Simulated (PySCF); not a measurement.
Stepwise substitution at one centre (Si H-F). Isolated molecules, 0 K electronic values unless said otherwise. Strings in code marks are SMILES.

The dipole moment from two functionals at the same geometries (B3LYP-D3(BJ)/def2-TZVP), both in PySCF: PBE-D3(BJ)/def2-TZVP and B3LYP-D3(BJ)/def2-TZVP. B3LYP has the VWN-RPA correlation part, as in Gaussian. 

```json
[
 {"species": "0 of 4 H replaced by F (`[SiH4]`)", "PBE-D3(BJ)/def2-TZVP (D)": "0.00"},
 {"species": "1 of 4 H replaced by F (`F[SiH3]`)", "PBE-D3(BJ)/def2-TZVP (D)": "1.21"},
 {"species": "2 of 4 H replaced by F (`[SiH2](F)F`)", "PBE-D3(BJ)/def2-TZVP (D)": "1.38"},
 {"species": "4 of 4 H replaced by F (`F[Si](F)(F)F`)", "PBE-D3(BJ)/def2-TZVP (D)": "0.00"}
]
```

Q: What does B3LYP-D3(BJ)/def2-TZVP give for each?

A: 
- 0 of 4 H replaced by F (`[SiH4]`): 0.00
- 1 of 4 H replaced by F (`F[SiH3]`): 1.31
- 2 of 4 H replaced by F (`[SiH2](F)F`): 1.51
- 4 of 4 H replaced by F (`F[Si](F)(F)F`): 0.00
Over these rows, drawn at random from the members with no instability flagged (it was tested for open shells, ions and some series alone), PBE minus B3LYP-D3(BJ): mean -0.06 D, from -0.13 D to 0.00 D.
